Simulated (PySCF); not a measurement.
Difluorosilane, F2H2Si.
Atom-mapped SMILES: `[F:1][SiH2:2][F:3]` (hydrogens: H4, H5 on Si2)

The same species was optimised twice, with GFN2-xTB and with PBE0-D3(BJ)/def2-SVP (PySCF), and the same property calculations (PySCF, gas phase) were run on both structures.

```tsv
coordinate	GFN2-xTB	PBE0-D3(BJ)/def2-SVP	change
Si2–H5 (Å)	1.443	1.480	+0.037
Si2–H4 (Å)	1.443	1.480	+0.037
F1–Si2 (Å)	1.594	1.612	+0.018
Si2–F3 (Å)	1.594	1.612	+0.018
H4–Si2–H5 (°)	120.7	114.6	-6.1
F1–Si2–F3 (°)	103.0	107.8	+4.8
F3–Si2–H5 (°)	107.9	108.7	+0.8
F1–Si2–H4 (°)	107.9	108.7	+0.8
F1–Si2–H5 (°)	108.0	108.5	+0.5
F3–Si2–H4 (°)	107.9	108.4	+0.5
```

Rotational constants: A = 22685, B = 8116, C = 6462 MHz (GFN2-xTB) against A = 23825, B = 7481, C = 6125 MHz (PBE0-D3(BJ)/def2-SVP). Point groups within 0.08 Å: C2v and C2v.

On the GFN2-xTB structure: HOMO (eV) -10.15 [PBE0/pcSseg-1]; LUMO (eV) 0.44 [PBE0/pcSseg-1]; dipole (D) 2.11 [PBE0/pcSseg-1]; GIAO shielding of F1/F3 (mean) (ppm) 332.8 [PBE0/pcSseg-1]; GIAO shielding of Si2 (ppm) 363.9 [PBE0/pcSseg-1].

Problem. What do these properties become on the PBE0-D3(BJ)/def2-SVP structure?

Solution. 
```csv
property,level,on GFN2-xTB,on PBE0-D3(BJ)/def2-SVP,change
HOMO (eV),PBE0/pcSseg-1,-10.15,-9.99,+0.16
LUMO (eV),PBE0/pcSseg-1,0.44,0.58,+0.14
dipole (D),PBE0/pcSseg-1,2.11,1.76,-0.35
"energy, GFN2-xTB geometry as zero (kcal/mol)",PBE0/pcSseg-1,0.0,-1.6,-1.6
GIAO shielding of F1/F3 (mean) (ppm),PBE0/pcSseg-1,332.8,332.1,-0.7
GIAO shielding of Si2 (ppm),PBE0/pcSseg-1,363.9,366.8,+2.9
```

The heavy atoms differ by 0.049 Å rms after alignment. Among all bonds Si2–H4 and Si2–H5 change most and about equally (+0.037 Å). Changes are differences of the printed values. Neither structure is proved a minimum here.
